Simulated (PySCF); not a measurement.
Methanol, CH₄O.
Bonds: C1–O2. Hydrogens: H3, H4, H5 on C1; H6 on O2.

Vertical excitations from PySCF (density fitting, frozen core in the response, grid level 2 and gas phase unless stated; continuum runs use non-equilibrium linear response for the excitations) on a GFN2-xTB geometry. Reference run:

| settings | S1, eV (f) | S2, eV (f) | S3, eV (f) | S4, eV (f) | S5, eV (f) | S6, eV (f) | T1, eV (Tamm–Dancoff) | mean α (au) |
| --- | --- | --- | --- | --- | --- | --- | --- | --- |
| PBE0/def2-SVPD, full TDDFT, 8 singlets | 6.93 (0.002) | 8.10 (0.035) | 8.65 (0.002) | 9.18 (0.012) | 9.23 (0.065) | 9.72 (0.061) | 6.59 | 20.7 |

Task: What do these settings give: WP04/def2-SVPD, fitting basis def2-universal-jkfit, full TDDFT, 25 singlets?

Result: 
```
                                                                   settings    S1, eV (f)    S2, eV (f)    S3, eV (f)    S4, eV (f)    S5, eV (f)     S6, eV (f)  T1, eV (Tamm–Dancoff)  mean α (au)
WP04/def2-SVPD, fitting basis def2-universal-jkfit, full TDDFT, 25 singlets  7.50 (0.001)  8.57 (0.032)  9.21 (0.003)  9.71 (0.010)  9.75 (0.068)  10.24 (0.060)                      –         19.4
```

S1 moves by +0.57 eV (WP04 has 12 % exact exchange, PBE0 25 % exact exchange). States are counted by energy in each run and needn't keep their character from row to row.

WP04 was designed for NMR shieldings or shifts; total energies of different functionals aren't comparable.

Task: Give the leading configurations of S1 (H = HOMO, L = LUMO) and the HOMO–LUMO gap of each run.

Result: 
| settings | S1 configurations (weight) | S1 (eV) | orbital gap (eV) | S1 − gap (eV) |
| --- | --- | --- | --- | --- |
| PBE0/def2-SVPD, full TDDFT, 8 singlets | H→L 0.97 | 6.93 | 8.58 | -1.65 |
| WP04/def2-SVPD, fitting basis def2-universal-jkfit, full TDDFT, 25 singlets | H→L 1.00 | 7.50 | 8.33 | -0.83 |

